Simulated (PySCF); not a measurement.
## How the functional moves excitation energies

AlH6NSi.
Geometry (PBE0-D3(BJ)/def2-SVP, Å), atoms numbered from 1 in this order:
```xyz
9
AlH6NSi angstrom
Al     1.9026   -0.1103    0.0426
N      0.2117    0.0037    0.6204
Si    -1.2723    0.0667   -0.2923
H      3.0483   -0.1279    1.1403
H      2.1521   -0.1859   -1.5204
H      0.0800    0.0511    1.6298
H     -2.2031   -1.0516    0.0647
H     -2.0225    1.3454   -0.0748
H     -0.9152   -0.0422   -1.7381
```

Linear-response calculations in the def2-SVPD basis (PySCF; singlets by full response, triplets Tamm–Dancoff, core orbitals frozen in the response; HF means time-dependent Hartree–Fock). 'Strongest' is the level of largest summed f among the singlets computed (10 roots, of which the last may lack a degenerate partner); it can jump between rows when another state enters that window. S1 is the lowest singlet of each run and needn't be the same state throughout; f(S1) is that of one state. Isolated species at its PBE0-D3(BJ)/def2-SVP geometry, gas phase.

```
functional                               kind  S1 (eV)  f(S1)  strongest (eV)  T1 (eV)  HOMO (eV)  gap (eV)  ionisation energy, ΔSCF (eV)
       LDA                                LDA     5.08  0.107            5.08     4.40      -6.59      4.63                          9.77
       PBE                                GGA     5.16  0.107            5.16     4.42      -6.47      4.74                          9.61
     B3LYP  global hybrid, 20% exact exchange     5.70  0.115            5.70     4.91      -7.51      6.34                          9.78
      PBE0  global hybrid, 25% exact exchange     5.84  0.115            5.84     5.01      -7.74      6.78                          9.75
 BHandHLYP  global hybrid, 50% exact exchange     6.38  0.000            6.45     5.57      -8.92      8.75                          9.69
 CAM-B3LYP             range-separated hybrid     6.11  0.000            6.22     5.36      -9.10      9.08                          9.88
   wB97X-D             range-separated hybrid     6.12  0.000            6.25     5.53      -9.61     10.34                          9.86
   LC-wPBE             range-separated hybrid     6.35  0.000            6.76     5.68     -10.48     11.56                         10.01
        HF                       Hartree–Fock     7.00  0.000            7.58     6.07     -10.88     12.53                   not settled
```

S1 runs from 5.08 eV (LDA) to 7.00 eV (HF), a spread of 1.91 eV, while the orbital gap spreads over 7.9 eV. Along PBE (0%), B3LYP (20%), PBE0 (25%), BHandHLYP (50%), HF (100%) S1 rises with the share of exact exchange. −ε(HOMO) comes closest to its own ΔSCF ionisation energy with wB97X-D (-0.25 eV) and misses most with LDA (-3.18 eV). 'Not settled' means that the ion's SCF failed to converge or may have ended in another state than the lowest.
